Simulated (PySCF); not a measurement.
Acetamide: calculation and literature

Molfile (atoms numbered from 1):
```
C2H5NO
     RDKit          3D

  9  8  0  0  0  0  0  0  0  0999 V2000
   -1.0433   -0.2296   -0.2729 C   0  0  0  0  0  0  0  0  0  0  0  0
    0.1627    0.0839    0.5867 C   0  0  0  0  0  0  0  0  0  0  0  0
    1.3321    0.2578   -0.0864 N   0  0  0  0  0  0  0  0  0  0  0  0
    0.0874    0.1707    1.7938 O   0  0  0  0  0  0  0  0  0  0  0  0
   -1.4449   -1.2056    0.0352 H   0  0  0  0  0  0  0  0  0  0  0  0
   -0.8376   -0.2486   -1.3522 H   0  0  0  0  0  0  0  0  0  0  0  0
   -1.8212    0.5187   -0.0653 H   0  0  0  0  0  0  0  0  0  0  0  0
    2.1639    0.4656    0.4507 H   0  0  0  0  0  0  0  0  0  0  0  0
    1.4010    0.1870   -1.0898 H   0  0  0  0  0  0  0  0  0  0  0  0
  1  2  1  0
  2  3  1  0
  2  4  2  0
  1  5  1  0
  1  6  1  0
  1  7  1  0
  3  8  1  0
  3  9  1  0
M  END
```

[PySCF 2.14.0 with density-fitted response routines: PBE/pcSseg-2 with gauge-including orbitals; PBE0-D3(BJ)/def2-SVP structure; in vacuum; equivalent nuclei averaged; non-relativistic; one computed conformer]

Reference values: measured (solution, not stated per compound (mostly CDCl3 or CCl4); Pretsch, Buehlmann, Badertscher, Structure Determination of Organic Compounds, 4th ed. (2009)).
```
   atoms  quantity  reference  computed
      C1     δ 13C       22.3      21.4
H5/H6/H7      δ 1H       2.02      1.74
```

Computed shifts are σ(ref) − σ with the named reference compound (TMS for H and C) calculated as an isolated molecule at the same level.

2 of the 4 published NMR values on file for this molecule are compared.
